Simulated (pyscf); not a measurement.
PySCF, gas phase, ωB97X-D3(BJ)/def2-SVP geometries.

Question: For the elementary gas-phase step H₃C–OH + GaH [singlet] → H₃C–O–GaH₂ (singlet surface; H–O broken, Ga–O, Ga–H formed), what barrier and reaction energy does r²SCAN/def2-TZVP give, measured from the separated reactants?

Answer: ΔE‡ = 17.4 kcal/mol, ΔE = -37.5 kcal/mol. CCSD(T)/def2-TZVPP + ΔMP2(QZVPP) gives 26.3 kcal/mol and -33.4 kcal/mol. Zero-point energy shifts the barrier by -1.9 kcal/mol. It is an insertion, with an imaginary mode of 1511i cm⁻¹. On the reactant side the descent ends in a bound adduct, 11.6 kcal/mol under the separated species and 38.0 kcal/mol under the saddle at ωB97X-D3(BJ)/def2-TZVP. H₃C–O–GaH₂ lies 21.8 kcal/mol over its isomer H₃C–GaH–OH (electronic energy, ωB97M-D3(BJ)/def2-TZVP). One saddle was located; it need not be the lowest between these sides. The CCSD(T) − MP2 part came from Ansatz, without density fitting, on the same reference. The frozen core leaves the outer d or s,p core shells of the metals and heavy elements correlated in the MP2 and CC values, and def2-TZVPP describes them poorly, which can shift differences by a few kcal/mol. Elements up to Kr have no core potential and no relativistic terms here.
